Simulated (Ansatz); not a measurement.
How far each method lies from full CI for HAlMg, singlet

Geometry: a point of a stretch scan, not a stationary point.

| atom | x (Å) | y (Å) | z (Å) |
| --- | --- | --- | --- |
| Al | 0.0000 | -0.0615 | 1.6220 |
| Mg | 0.0000 | 0.0065 | -1.8393 |
| H | 0.0000 | 1.4897 | 0.9332 |

Basis 6-31G; Ansatz 0.2.0. Only valence electrons are correlated (noble-gas cores frozen), which leaves 6 electrons in 18 orbitals. Prefix R: restricted or restricted open-shell reference; prefix U: unrestricted. Active spaces: valence = (6e, 9o) chosen from the atoms' valence shells; pair = (2e, 2o) about the gap. The metal's outer-core shells are frozen, which leaves out core–valence correlation.

Full CI is exact within this basis and frozen core; it isn't the basis-set limit. The frozen core follows each run's orbitals, which can shift R against U totals by a few meV.

```
UHF ⟨S²⟩                          : 0.078
T1 diagnostic (RCCSD)             : 0.0148
largest doubles amplitude (RCCSD) : 0.113
```

```json
{"level": "RHF", "E − E(full CI) (kJ/mol)": "215.0", "share of correlation (%)": "0.00", "wall time": "–"}
{"level": "UHF", "E − E(full CI) (kJ/mol)": "214.9", "share of correlation (%)": "0.08", "wall time": "0.43 s"}
{"level": "RMP2", "E − E(full CI) (kJ/mol)": "82.0", "share of correlation (%)": "61.85", "wall time": "–"}
{"level": "CISD", "E − E(full CI) (kJ/mol)": "17.9", "share of correlation (%)": "91.66", "wall time": "0.39 s"}
{"level": "RCCSD", "E − E(full CI) (kJ/mol)": "3.2", "share of correlation (%)": "98.50", "wall time": "–"}
{"level": "RCCSD(T)", "E − E(full CI) (kJ/mol)": "1.1", "share of correlation (%)": "99.50", "wall time": "0.57 s"}
{"level": "BCCD(T)", "E − E(full CI) (kJ/mol)": "1.1", "share of correlation (%)": "99.49", "wall time": "0.42 s"}
{"level": "RCCSDT", "E − E(full CI) (kJ/mol)": "0.3", "share of correlation (%)": "99.87", "wall time": "–"}
{"level": "CISDTQ", "E − E(full CI) (kJ/mol)": "0.5", "share of correlation (%)": "99.79", "wall time": "0.72 s"}
{"level": "RCCSDT(Q)", "E − E(full CI) (kJ/mol)": "0.1", "share of correlation (%)": "99.96", "wall time": "0.69 s"}
{"level": "RCCSDTQ", "E − E(full CI) (kJ/mol)": "0.0", "share of correlation (%)": "100.00", "wall time": "2 s"}
{"level": "CASSCF (pair space)", "E − E(full CI) (kJ/mol)": "175.1", "share of correlation (%)": "18.56", "wall time": "–"}
{"level": "NEVPT2 (pair space)", "E − E(full CI) (kJ/mol)": "73.7", "share of correlation (%)": "65.73", "wall time": "0.57 s"}
{"level": "MRCISD (pair space)", "E − E(full CI) (kJ/mol)": "11.5", "share of correlation (%)": "94.66", "wall time": "–"}
{"level": "MRCISD+Q (pair space)", "E − E(full CI) (kJ/mol)": "-8.3", "share of correlation (%)": "103.87", "wall time": "0.85 s"}
{"level": "CASSCF (valence space)", "E − E(full CI) (kJ/mol)": "30.4", "share of correlation (%)": "85.86", "wall time": "–"}
{"level": "NEVPT2 (valence space)", "E − E(full CI) (kJ/mol)": "11.2", "share of correlation (%)": "94.81", "wall time": "2.5 s"}
{"level": "MRCISD (valence space)", "E − E(full CI) (kJ/mol)": "1.4", "share of correlation (%)": "99.33", "wall time": "–"}
{"level": "MRCISD+Q (valence space)", "E − E(full CI) (kJ/mol)": "1.1", "share of correlation (%)": "99.49", "wall time": "3.8 s"}
```

The correlation energy at full CI, counted from RHF, is -2.229 eV. That run took 1.6 s on 1 thread of Intel Xeon Platinum 8488C, shared host over 336,128 determinants.

Times hold each run's SCF and search for its determinant on a shared host, so for small cases they say little of a method's own cost; they ran on 1 thread of Intel Xeon Platinum 8488C.

More than 5 meV below full CI, which no variational method can be: MRCISD+Q (pair space).

The full-CI state has the irrep A' of Cs, in the program's axes.

Natural occupations of full CI about the gap: 1.964 1.896 1.848 0.070 0.051 0.044 0.043 0.037 0.028 0.008; effectively unpaired electrons, Σ n²(2−n)², 0.17.
